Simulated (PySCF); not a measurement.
# OF₂: from structure and modes to constants

Computed with PBE0/[O def2-TZVP, F def2-TZVP], no relativity, density fitting, PySCF.

The singlet minimum has C2v symmetry. Masses (u): O 15.99492, F 18.99840.

```xyz
3
charge 0 multiplicity 1, angstrom
O    -0.5987    0.0000    0.0000
F     0.2520    0.0000    1.0875
F     0.2520    0.0000   -1.0875
```

Harmonic wavenumbers (cm⁻¹): 507.7 (a1, ×1), 949.5 (b2, ×1), 1066.7 (a1, ×1).

Question: Find the principal moments of inertia and the rotational constants. What kind of rotor is it?

Answer: About the centre of mass I = 8.147, 44.935, 53.082 u Å². With B = 16.8576/I this gives 2.069, 0.3752, 0.3176 cm⁻¹. The molecule is an asymmetric top with κ = -0.93.

Question: Find the vibrational entropy and heat capacity at 298.15 K.

Answer: With u = 1.43878 ω/T, each mode gives S = R[u/(eᵘ−1) − ln(1−e⁻ᵘ)] and C = R u² eᵘ/(eᵘ−1)².
```csv
ω (cm⁻¹),u,S (J/(mol K)),C (J/(mol K))
507.7,2.450,2.67,5.16
949.5,4.582,0.48,1.82
1066.7,5.147,0.30,1.30
```
The sums over all modes are S = 3.5 and C = 8.3 J/(mol K); the softest mode gives 77 % of the entropy.
